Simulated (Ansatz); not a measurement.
System: 1T (CdI2-type) PtS2. Method: HSE06-D3(BJ) (plane waves, PAW; Ansatz, a first-principles code).

Numerical settings: plane-wave cutoff 520 eV, 12×12×6 k mesh (along the axes of the cell as run), Fermi–Dirac smearing 0.01 eV, scalar-relativistic PAW data made under PBE.

Starting structure:

```xyz
3
Lattice="3.5400 0.0000 0.0000 -1.7700 3.0657 0.0000 0.0000 0.0000 5.0400" Properties=species:S:1:pos:R:3 pbc="T T T"
Pt     0.0000     0.0000     0.0000
S      0.0000     2.0438     1.1592
S      1.7700     1.0219     3.8808
```

Task: Into what structure does the relaxation of cell and atoms lead at this level, with the symmetry of the start kept?

Result: The volume drops by 7.2 %; final space group P-3m1.
```xyz
3
Lattice="3.5339 0.0000 0.0000 -1.7670 3.0605 0.0000 0.0000 0.0000 4.6917" Properties=species:S:1:pos:R:3 pbc="T T T"
Pt     0.0000     0.0000     0.0000
S      0.0000     2.0403     1.1969
S      1.7670     1.0202     3.4949
```
